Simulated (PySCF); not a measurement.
# Highest orbital energy against ionisation energy along group 15

Calculated with PySCF 2.14, no spin-orbit coupling. Each cell gives −ε(HOMO) / ΔSCF in eV; NIST values include spin-orbit coupling, (s) semi-empirical, (t) theoretical.

```tsv
species	UHF	LDA	PBE	PBE0	r2SCAN	NIST (lowest levels)
N (dyall-av2z, non-relativistic)	15.536 / 13.906	8.407 / 15.013	8.306 / 14.740	10.218 / 14.711	8.898 / 14.822	14.534
P (dyall-av2z, non-relativistic)	10.682 / 9.944	6.324 / 10.607	6.310 / 10.506	7.551 / 10.548	6.735 / 10.664	10.487
As (dyall-av2z, non-relativistic)	10.090 / 9.471	6.027 / 10.080	5.979 / 9.924	7.160 / 9.988	6.390 / 10.144	9.789
Sb (dyall-av2z, non-relativistic)	9.151 / 8.637	5.612 / 9.188	5.551 / 9.024	6.607 / 9.103	5.923 / 9.228	8.608
```

Problem. How far is −ε(HOMO) from ΔSCF on average for each method, and why?

Solution. UHF 0.88 eV; LDA -4.63 eV; PBE -4.51 eV; PBE0 -3.20 eV; r2SCAN -4.23 eV. Hartree-Fock orbital energies lack relaxation and so exceed the ΔSCF value; semilocal functionals have convex E(N) from self-interaction, so their HOMO lies far too high; exact exchange moves hybrids part of the way back.
